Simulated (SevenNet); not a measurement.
**1T (CdI2-type) PtS₂**

Calculation: the machine-learned potential SevenNet-l3i5 (trained on PBE and PBE+U data).

Cell (relaxed at this level):

```
CELL_PARAMETERS angstrom
      3.58654     0.00000     0.00000
     -1.79327     3.10604     0.00000
      0.00000     0.00000     5.88220
ATOMIC_POSITIONS crystal
  Pt 0.00000 0.00000 0.00000
  S  0.33333 0.66667 0.20802
  S  0.66667 0.33333 0.79198
```

```yaml
equilibrium_lattice_constant_a: 3.587 Å
lattice_parameter_c: 5.882 Å
```

Measured, for comparison: lattice constant a 3.542 Å (temperature not stated, not corrected to a static lattice; as tabulated in Björkman (2014), arXiv:1406.2436); lattice parameter c 5.036 Å (temperature not stated, zero-point anharmonic expansion removed (computed with revB86b-DF2); no thermal correction; as tabulated in Björkman (2014), arXiv:1406.2436). Computed (rounded) less measured: lattice constant a +1.3 %, lattice parameter c +16.8 %.

A machine-learned potential is trained on density-functional data: it inherits that level's misses and adds fitting errors of its own.

Note: the model's c/a of 1.64 is far from the 1.42 of the starting cell; this model's volume lies 20 % above that of the starting cell (a measured, published or database cell).
